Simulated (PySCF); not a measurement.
H3SiOH, optimised at GFN2-xTB:

```xyz
6

O     -0.0104     0.7261    -1.4675
Si     0.0106     0.0285     0.0001
H      0.6833     0.5891    -2.1061
H      0.0237    -1.4301    -0.1303
H      1.2000     0.4468     0.7450
H     -1.2241     0.5335     0.5765
```

Energies from PySCF (xtb for GFN2), thermal terms from the rigid-rotor harmonic-oscillator model, ideal gas at 1 bar. 6-31G* has spherical d functions here. All species are closed-shell singlets. B3LYP is the form with VWN-RPA correlation. H3SiOH: computed as isolated molecules; such fragments, hydroxides, amides, oligomers or adducts are transient or little studied in the gas.

**Question.** List the harmonic frequencies (cm⁻¹, unscaled) at this level and at the other levels, each on its own geometry.

**Answer.** 
- GFN2-xTB: 278, 590, 610, 769, 789, 808, 836, 896, 2234, 2262, 2351, 3680
- B3LYP/6-31G*: 228, 694, 727, 850, 917, 946, 976, 1030, 2226, 2232, 2290, 3807
- HF/6-31G*: 205, 737, 793, 913, 959, 1041, 1068, 1107, 2363, 2379, 2424, 4129
- PBE/def2-SVP: 227, 665, 693, 815, 883, 897, 920, 980, 2136, 2141, 2204, 3768
- PBE0/def2-TZVP: 196, 680, 719, 847, 908, 946, 967, 993, 2208, 2213, 2260, 3931
